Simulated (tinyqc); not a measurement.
ROHF in the sto-3g basis, for CH2, spin multiplicity 3, step by step (part 1 of 2). Computed by tinyqc, a small Python program that keeps every step (integrals from PySCF). Settings: charge = 0, multiplicity = 3, basis = sto-3g, energy threshold = 1e-08, iteration cap = 71, orthogonalisation = canonical, start = Wolfsberg-Helmholz matrix, DIIS depth = 3, DIIS from iteration = 2, method = ROHF. Command: `OMP_NUM_THREADS=1 python tinyqc.py 25242 25243 out.jsonl` (the two numbers bound the seeds that draw the settings). One thread of a shared host (Intel(R) Xeon(R) Processor @ 2.60GHz), about 0.06 s of CPU time with the checks. Later iterations appear only in the table of the cycle.

## One-electron integrals

Geometry (angstrom):
```
atom         x          y         z
C     0.000000   0.000000  0.000000
H     0.000000   1.169000  0.869000
H     0.000000  -1.169000  0.869000
```

Basis sto-3g: exponents (1/bohr^2) and contraction coefficients of normalised primitives:
```
element  l (shell)   exponent  coefficient
C            s (1)  71.616837     0.154329
C            s (1)  13.045096     0.535328
C            s (1)   3.530512     0.444635
C            s (2)   2.941249    -0.099967
C            s (2)   0.683483     0.399513
C            s (2)   0.222290     0.700115
C            p (3)   2.941249     0.155916
C            p (3)   0.683483     0.607684
C            p (3)   0.222290     0.391957
H            s (1)   3.425251     0.154329
H            s (1)   0.623914     0.535328
H            s (1)   0.168855     0.444635
```

Overlap, kinetic and nuclear-attraction integrals over the contracted functions; the nuclear repulsion is the sum of Za Zb / Rab.

nuclear repulsion = 4.58585219 hartree

overlap S, lower triangle:
```
           1C 1s     1C 2s    1C 2px     1C 2py    1C 2pz     2H 1s     3H 1s
1C 1s   1.000000
1C 2s   0.248362  1.000000
1C 2px  0.000000  0.000000  1.000000
1C 2py  0.000000  0.000000  0.000000   1.000000
1C 2pz  0.000000  0.000000  0.000000   0.000000  1.000000
2H 1s   0.026967  0.304223  0.000000   0.263842  0.196133  1.000000
3H 1s   0.026967  0.304223  0.000000  -0.263842  0.196133  0.066684  1.000000
```

kinetic energy T (hartree), lower triangle:
```
            1C 1s     1C 2s    1C 2px     1C 2py    1C 2pz      2H 1s     3H 1s
1C 1s   15.891122
1C 2s   -0.085890  0.472250
1C 2px   0.000000  0.000000  1.477728
1C 2py   0.000000  0.000000  0.000000   1.477728
1C 2pz   0.000000  0.000000  0.000000   0.000000  1.477728
2H 1s   -0.008172  0.023414  0.000000   0.074852  0.055643   0.760032
3H 1s   -0.008172  0.023414  0.000000  -0.074852  0.055643  -0.011369  0.760032
```

nuclear attraction V (hartree), lower triangle:
```
             1C 1s      1C 2s     1C 2px     1C 2py     1C 2pz      2H 1s      3H 1s
1C 1s   -34.379327
1C 2s    -4.372685  -5.912920
1C 2px    0.000000   0.000000  -5.826345
1C 2py    0.000000   0.000000   0.000000  -5.912226
1C 2pz   -0.011316  -0.128184   0.000000   0.000000  -5.873803
2H 1s    -0.481353  -1.391976   0.000000  -1.095302  -0.835227  -3.622074
3H 1s    -0.481353  -1.391976   0.000000   1.095302  -0.835227  -0.261379  -3.622074
```

core Hamiltonian H = T + V (hartree), lower triangle:
```
             1C 1s      1C 2s     1C 2px     1C 2py     1C 2pz      2H 1s      3H 1s
1C 1s   -18.488205
1C 2s    -4.458575  -5.440670
1C 2px    0.000000   0.000000  -4.348617
1C 2py    0.000000   0.000000   0.000000  -4.434498
1C 2pz   -0.011316  -0.128184   0.000000   0.000000  -4.396075
2H 1s    -0.489525  -1.368562   0.000000  -1.020450  -0.779584  -2.862043
3H 1s    -0.489525  -1.368562   0.000000   1.020450  -0.779584  -0.272747  -2.862043
```

## Two-electron integrals

Functions are numbered as in S; the eight-fold symmetry (ij|kl) = (ji|kl) = (kl|ij) leaves the list below.

Two-electron integrals (ij|kl) in chemists' order, unique and non-zero (hartree):
```
(11|11) 3.541948    (21|11) 0.576921    (21|21) 0.111888    (22|11) 0.854682
(22|21) 0.205284    (22|22) 0.624709    (31|31) 0.020296    (32|31) 0.030858
(32|32) 0.137996    (33|11) 0.852436    (33|21) 0.205335    (33|22) 0.624568
(33|33) 0.672833    (41|41) 0.020296    (42|41) 0.030858    (42|42) 0.137996
(43|43) 0.036269    (44|11) 0.852436    (44|21) 0.205335    (44|22) 0.624568
(44|33) 0.600295    (44|44) 0.672833    (51|51) 0.020296    (52|51) 0.030858
(52|52) 0.137996    (53|53) 0.036269    (54|54) 0.036269    (55|11) 0.852436
(55|21) 0.205335    (55|22) 0.624568    (55|33) 0.600295    (55|44) 0.600295
(55|55) 0.672833    (61|11) 0.062857    (61|21) 0.012125    (61|22) 0.022243
(61|33) 0.022176    (61|41) 0.000559    (61|42) 0.001058    (61|44) 0.022310
(61|51) 0.000416    (61|52) 0.000786    (61|54) 0.000100    (61|55) 0.022250
(61|61) 0.001340    (62|11) 0.181555    (62|21) 0.044343    (62|22) 0.152736
(62|33) 0.148849    (62|41) 0.003334    (62|42) 0.025070    (62|44) 0.156258
(62|51) 0.002479    (62|52) 0.018636    (62|54) 0.005508    (62|55) 0.152943
(62|61) 0.005012    (62|62) 0.053569    (63|31) 0.004080    (63|32) 0.022751
(63|43) 0.004631    (63|53) 0.003442    (63|63) 0.005817    (64|11) 0.135176
(64|21) 0.033397    (64|22) 0.121962    (64|33) 0.116056    (64|41) 0.006190
(64|42) 0.040767    (64|44) 0.130672    (64|51) 0.001569    (64|52) 0.013392
(64|54) 0.007423    (64|55) 0.119015    (64|61) 0.003910    (64|62) 0.050615
(64|64) 0.052770    (65|11) 0.100486    (65|21) 0.024826    (65|22) 0.090663
(65|33) 0.086273    (65|41) 0.001569    (65|42) 0.013392    (65|44) 0.090253
(65|51) 0.005246    (65|52) 0.032707    (65|54) 0.007590    (65|55) 0.095357
(65|61) 0.002906    (65|62) 0.037625    (65|64) 0.034903    (65|65) 0.031763
(66|11) 0.361389    (66|21) 0.089666    (66|22) 0.353098    (66|33) 0.336254
(66|41) 0.007286    (66|42) 0.076290    (66|44) 0.368478    (66|51) 0.005416
(66|52) 0.056712    (66|54) 0.023955    (66|55) 0.354061    (66|61) 0.010198
(66|62) 0.168683    (66|64) 0.174897    (66|65) 0.130013    (66|66) 0.774606
(71|11) 0.062857    (71|21) 0.012125    (71|22) 0.022243    (71|33) 0.022176
(71|41) -0.000559   (71|42) -0.001058   (71|44) 0.022310    (71|51) 0.000416
(71|52) 0.000786    (71|54) -0.000100   (71|55) 0.022250    (71|61) 0.001307
(71|62) 0.004751    (71|64) 0.003443    (71|65) 0.002765    (71|66) 0.009601
(71|71) 0.001340    (72|11) 0.181555    (72|21) 0.044343    (72|22) 0.152736
(72|33) 0.148849    (72|41) -0.003334   (72|42) -0.025070   (72|44) 0.156258
(72|51) 0.002479    (72|52) 0.018636    (72|54) -0.005508   (72|55) 0.152943
(72|61) 0.004751    (72|62) 0.036693    (72|64) 0.025516    (72|65) 0.025160
(72|66) 0.087880    (72|71) 0.005012    (72|72) 0.053569    (73|31) 0.004080
(73|32) 0.022751    (73|43) -0.004631   (73|53) 0.003442    (73|63) 0.003690
(73|73) 0.005817    (74|11) -0.135176   (74|21) -0.033397   (74|22) -0.121962
(74|33) -0.116056   (74|41) 0.006190    (74|42) 0.040767    (74|44) -0.130672
(74|51) -0.001569   (74|52) -0.013392   (74|54) 0.007423    (74|55) -0.119015
(74|61) -0.003443   (74|62) -0.025516   (74|64) -0.014801   (74|65) -0.017238
(74|66) -0.059131   (74|71) -0.003910   (74|72) -0.050615   (74|74) 0.052770
(75|11) 0.100486    (75|21) 0.024826    (75|22) 0.090663    (75|33) 0.086273
(75|41) -0.001569   (75|42) -0.013392   (75|44) 0.090253    (75|51) 0.005246
(75|52) 0.032707    (75|54) -0.007590   (75|55) 0.095357    (75|61) 0.002765
(75|62) 0.025160    (75|64) 0.017238    (75|65) 0.020582    (75|66) 0.063336
(75|71) 0.002906    (75|72) 0.037625    (75|74) -0.034903   (75|75) 0.031763
(76|11) 0.032547    (76|21) 0.008006    (76|22) 0.029248    (76|33) 0.028340
(76|44) 0.029038    (76|51) 0.000705    (76|52) 0.005964    (76|55) 0.030333
(76|61) 0.000889    (76|62) 0.009436    (76|64) 0.007798    (76|65) 0.007281
(76|66) 0.028606    (76|71) 0.000889    (76|72) 0.009436    (76|74) -0.007798
(76|75) 0.007281    (76|76) 0.002185    (77|11) 0.361389    (77|21) 0.089666
(77|22) 0.353098    (77|33) 0.336254    (77|41) -0.007286   (77|42) -0.076290
(77|44) 0.368478    (77|51) 0.005416    (77|52) 0.056712    (77|54) -0.023955
(77|55) 0.354061    (77|61) 0.009601    (77|62) 0.087880    (77|64) 0.059131
(77|65) 0.063336    (77|66) 0.226130    (77|71) 0.010198    (77|72) 0.168683
(77|74) -0.174897   (77|75) 0.130013    (77|76) 0.028606    (77|77) 0.774606
```

## Orthogonalisation

S = U s U^T; canonical form X = U s^(-1/2), so that X^T S X = 1. Each column of U has its largest component positive (the first on a tie).

eigenvalues of S: 0.485120  0.592042  0.866995  1.000000  1.115721  1.341274  1.598848

X:
```
                1          2          3         4          5          6         7
1C 1s   -0.384694   0.000000   0.720890  0.000000  -0.592364   0.000000  0.232117
1C 2s    0.935280   0.000000  -0.338210  0.000000  -0.315482   0.000000  0.478074
1C 2px   0.000000   0.000000   0.000000  1.000000   0.000000   0.000000  0.000000
1C 2py   0.000000   0.877137   0.000000  0.000000   0.000000   0.637149  0.000000
1C 2pz   0.483341   0.000000   0.649808  0.000000   0.616245   0.000000  0.246151
2H 1s   -0.634425  -0.678123  -0.220329  0.000000   0.181796   0.412069  0.375784
3H 1s   -0.634425   0.678123  -0.220329  0.000000   0.181796  -0.412069  0.375784
```

## Starting guess

The start is the generalised Wolfsberg-Helmholz matrix (K = 1.75) built on H; D(s) = C_occ C_occ^T for each spin.

D(alpha) at the start, lower triangle:
```
            1C 1s      1C 2s    1C 2px     1C 2py    1C 2pz     2H 1s     3H 1s
1C 1s    1.038416
1C 2s   -0.158597   0.680815
1C 2px   0.000000   0.000000  1.000000
1C 2py   0.000000   0.000000  0.000000   0.724929
1C 2pz   0.054132  -0.188400  0.000000   0.000000  0.910324
2H 1s   -0.071994   0.194850  0.000000   0.180845  0.074344  0.120842
3H 1s   -0.071994   0.194850  0.000000  -0.180845  0.074344  0.030612  0.120842
```

D(beta) at the start, lower triangle:
```
            1C 1s     1C 2s    1C 2px     1C 2py    1C 2pz     2H 1s     3H 1s
1C 1s    1.015252
1C 2s   -0.080249  0.415818
1C 2px   0.000000  0.000000  0.000000
1C 2py   0.000000  0.000000  0.000000   0.724929
1C 2pz  -0.077686  0.257453  0.000000   0.000000  0.160185
2H 1s   -0.065931  0.174342  0.000000   0.180845  0.108848  0.119255
3H 1s   -0.065931  0.174342  0.000000  -0.180845  0.108848  0.029025  0.119255
```

## Iteration 1: building the Fock matrix

J_ij = sum D_kl (ij|kl) with D = D(alpha) + D(beta), K_ij = sum D_kl (ik|jl) for each spin; F = H + J - K(s); E = tr D H + tr D J / 2 - 0.5 sum_s tr D(s) K(s) + E_nn.

Coulomb J (hartree), lower triangle:
```
            1C 1s     1C 2s    1C 2px     1C 2py    1C 2pz     2H 1s     3H 1s
1C 1s   11.616611
1C 2s    2.248648  5.170169
1C 2px   0.000000  0.000000  5.126804
1C 2py   0.000000  0.000000  0.000000   5.209924
1C 2pz   0.015536  0.115978  0.000000   0.000000  5.157651
2H 1s    0.244852  1.265506  0.000000   1.009383  0.766388  3.011454
3H 1s    0.244852  1.265506  0.000000  -1.009383  0.766388  0.242853  3.011454
```

exchange K(alpha) (hartree), lower triangle:
```
           1C 1s      1C 2s    1C 2px     1C 2py    1C 2pz     2H 1s     3H 1s
1C 1s   3.616962
1C 2s   0.668505   0.985181
1C 2px  0.000000   0.000000  0.859942
1C 2py  0.000000   0.000000  0.000000   0.800851
1C 2pz  0.003761  -0.047145  0.000000   0.000000  0.847059
2H 1s   0.074726   0.305408  0.000000   0.234268  0.157088  0.339685
3H 1s   0.074726   0.305408  0.000000  -0.234268  0.157088  0.069596  0.339685
```

exchange K(beta) (hartree), lower triangle:
```
            1C 1s     1C 2s    1C 2px     1C 2py    1C 2pz     2H 1s     3H 1s
1C 1s    3.560725
1C 2s    0.622277  0.598530
1C 2px   0.000000  0.000000  0.126377
1C 2py   0.000000  0.000000  0.000000   0.702882
1C 2pz  -0.003922  0.270172  0.000000   0.000000  0.284308
2H 1s    0.068126  0.262790  0.000000   0.225059  0.168808  0.330364
3H 1s    0.068126  0.262790  0.000000  -0.225059  0.168808  0.063720  0.330364
```

F(alpha) (hartree), lower triangle:
```
             1C 1s      1C 2s     1C 2px     1C 2py     1C 2pz      2H 1s      3H 1s
1C 1s   -10.488557
1C 2s    -2.878432  -1.255682
1C 2px    0.000000   0.000000  -0.081754
1C 2py    0.000000   0.000000   0.000000  -0.025425
1C 2pz    0.000459   0.034940   0.000000   0.000000  -0.085483
2H 1s    -0.319399  -0.408463   0.000000  -0.245336  -0.170284  -0.190273
3H 1s    -0.319399  -0.408463   0.000000   0.245336  -0.170284  -0.099491  -0.190273
```

F(beta) (hartree), lower triangle:
```
             1C 1s      1C 2s    1C 2px     1C 2py     1C 2pz      2H 1s      3H 1s
1C 1s   -10.432320
1C 2s    -2.832204  -0.869031
1C 2px    0.000000   0.000000  0.651811
1C 2py    0.000000   0.000000  0.000000   0.072544
1C 2pz    0.008142  -0.282377  0.000000   0.000000   0.477268
2H 1s    -0.312799  -0.365845  0.000000  -0.236126  -0.182004  -0.180952
3H 1s    -0.312799  -0.365845  0.000000   0.236126  -0.182004  -0.093615  -0.180952
```

total energy of this density = -37.92917799 hartree

## Iteration 1: Roothaan effective Fock matrix

With projectors Pc = D(beta) S, Po = (D(alpha) - D(beta)) S, Pv = 1 - D(alpha) S, the block xy is Px^T F Py; with Fc = (F(alpha) + F(beta))/2, the blocks are Fc for cc, oo, vv and cv, F(beta) for co and F(alpha) for ov.

effective F (hartree), lower triangle:
```
             1C 1s      1C 2s    1C 2px     1C 2py     1C 2pz      2H 1s      3H 1s
1C 1s   -10.461092
1C 2s    -2.848364  -1.043381
1C 2px    0.000000   0.000000  0.285028
1C 2py    0.000000   0.000000  0.000000   0.023560
1C 2pz   -0.008460  -0.134241  0.000000   0.000000   0.176966
2H 1s    -0.316323  -0.373267  0.000000  -0.240731  -0.198621  -0.184268
3H 1s    -0.316323  -0.373267  0.000000   0.240731  -0.198621  -0.095208  -0.184268
```

## Iteration 1: diagonalisation and new density

Diagonalise F' = X^T F X, C = X C', fill 5 alpha and 3 beta electrons from the bottom; D(s) = C_occ C_occ^T. Each column has its largest component positive (the first on a tie).

F' = X^T F X (hartree), lower triangle:
```
           1         2          3         4          5          6          7
1   0.107729
2   0.000000  0.508971
3   1.292500  0.000000  -3.864739
4   0.000000  0.000000   0.000000  0.285028
5  -1.128379  0.000000   4.416800  0.000000  -4.599212
6   0.000000  0.096942   0.000000  0.000000   0.000000  -0.273495
7   0.603859  0.000000  -2.339500  0.000000   2.598508   0.000000  -1.987116
```

orbital energies (hartree): MO1 -10.468074, MO2 -0.510388, MO3 -0.285327, MO4 0.104774, MO5 0.285028, MO6 0.520802, MO7 0.530351

coefficients C:
```
              MO1        MO2        MO3        MO4       MO5        MO6        MO7
1C 1s    0.992689  -0.187608   0.000000  -0.194303  0.000000   0.000000  -0.118594
1C 2s    0.029144   0.604152   0.000000   0.790106  0.000000   0.000000   0.571927
1C 2px   0.000000   0.000000   0.000000   0.000000  1.000000   0.000000   0.000000
1C 2py   0.000000   0.000000   0.526192   0.000000  0.000000   0.947866   0.000000
1C 2pz   0.002868   0.220237   0.000000  -0.581421  0.000000   0.000000   0.842409
2H 1s   -0.004911   0.364738   0.491187  -0.333974  0.000000  -0.623206  -0.617015
3H 1s   -0.004911   0.364738  -0.491187  -0.333974  0.000000   0.623206  -0.617015
```

D(alpha) after iteration 1, lower triangle:
```
            1C 1s      1C 2s    1C 2px     1C 2py    1C 2pz     2H 1s     3H 1s
1C 1s    1.058382
1C 2s   -0.237933   0.990117
1C 2px   0.000000   0.000000  1.000000
1C 2py   0.000000   0.000000  0.000000   0.276878
1C 2pz   0.074500  -0.326245  0.000000   0.000000  0.386563
2H 1s   -0.008411  -0.043661  0.000000   0.258459  0.274494  0.485861
3H 1s   -0.008411  -0.043661  0.000000  -0.258459  0.274494  0.003331  0.485861
```

D(beta) after iteration 1, lower triangle:
```
            1C 1s     1C 2s    1C 2px     1C 2py    1C 2pz      2H 1s     3H 1s
1C 1s    1.020628
1C 2s   -0.084413  0.365849
1C 2px   0.000000  0.000000  0.000000
1C 2py   0.000000  0.000000  0.000000   0.276878
1C 2pz  -0.038472  0.133140  0.000000   0.000000  0.048513
2H 1s   -0.073303  0.220214  0.000000   0.258459  0.080315   0.374323
3H 1s   -0.073303  0.220214  0.000000  -0.258459  0.080315  -0.108207  0.374323
```

## Iteration 2: building the Fock matrix

As before.

Coulomb J (hartree), lower triangle:
```
            1C 1s     1C 2s    1C 2px     1C 2py    1C 2pz     2H 1s     3H 1s
1C 1s   10.990759
1C 2s    2.098245  4.816559
1C 2px   0.000000  0.000000  4.785976
1C 2py   0.000000  0.000000  0.000000   4.849957
1C 2pz   0.011019  0.132256  0.000000   0.000000  4.797093
2H 1s    0.228445  1.223121  0.000000   0.992225  0.758408  3.166471
3H 1s    0.228445  1.223121  0.000000  -0.992225  0.758408  0.239113  3.166471
```

exchange K(alpha) (hartree), lower triangle:
```
           1C 1s      1C 2s    1C 2px     1C 2py    1C 2pz     2H 1s     3H 1s
1C 1s   3.616854
1C 2s   0.635101   0.939329
1C 2px  0.000000   0.000000  0.850458
1C 2py  0.000000   0.000000  0.000000   0.567106
1C 2pz  0.002828  -0.092771  0.000000   0.000000  0.587492
2H 1s   0.073415   0.287119  0.000000   0.255216  0.193959  0.584274
3H 1s   0.073415   0.287119  0.000000  -0.255216  0.193959  0.059111  0.584274
```

exchange K(beta) (hartree), lower triangle:
```
           1C 1s     1C 2s    1C 2px     1C 2py    1C 2pz     2H 1s     3H 1s
1C 1s   3.558834
1C 2s   0.598825  0.538596
1C 2px  0.000000  0.000000  0.106087
1C 2py  0.000000  0.000000  0.000000   0.468325
1C 2pz  0.001216  0.198890  0.000000   0.000000  0.193752
2H 1s   0.066303  0.277698  0.000000   0.246773  0.153656  0.515899
3H 1s   0.066303  0.277698  0.000000  -0.246773  0.153656  0.040185  0.515899
```

F(alpha) (hartree), lower triangle:
```
             1C 1s      1C 2s     1C 2px     1C 2py     1C 2pz      2H 1s      3H 1s
1C 1s   -11.114300
1C 2s    -2.995432  -1.563440
1C 2px    0.000000   0.000000  -0.413099
1C 2py    0.000000   0.000000   0.000000  -0.151646
1C 2pz   -0.003125   0.096844   0.000000   0.000000  -0.186474
2H 1s    -0.334495  -0.432559   0.000000  -0.283441  -0.215136  -0.279845
3H 1s    -0.334495  -0.432559   0.000000   0.283441  -0.215136  -0.092746  -0.279845
```

F(beta) (hartree), lower triangle:
```
             1C 1s      1C 2s    1C 2px     1C 2py     1C 2pz      2H 1s      3H 1s
1C 1s   -11.056280
1C 2s    -2.959155  -1.162706
1C 2px    0.000000   0.000000  0.331272
1C 2py    0.000000   0.000000  0.000000  -0.052866
1C 2pz   -0.001512  -0.194818  0.000000   0.000000   0.207266
2H 1s    -0.327383  -0.423139  0.000000  -0.274998  -0.174833  -0.211471
3H 1s    -0.327383  -0.423139  0.000000   0.274998  -0.174833  -0.073819  -0.211471
```

total energy of this density = -38.27180082 hartree

## Iteration 2: Roothaan effective Fock matrix

As before.

effective F (hartree), lower triangle:
```
             1C 1s      1C 2s     1C 2px     1C 2py     1C 2pz      2H 1s      3H 1s
1C 1s   -11.085629
1C 2s    -2.972673  -1.292194
1C 2px    0.000000   0.000000  -0.040914
1C 2py    0.000000   0.000000   0.000000  -0.102256
1C 2pz   -0.010648  -0.068430   0.000000   0.000000  -0.062165
2H 1s    -0.333907  -0.426929   0.000000  -0.279220  -0.228640  -0.259970
3H 1s    -0.333907  -0.426929   0.000000   0.279220  -0.228640  -0.097594  -0.259970
```
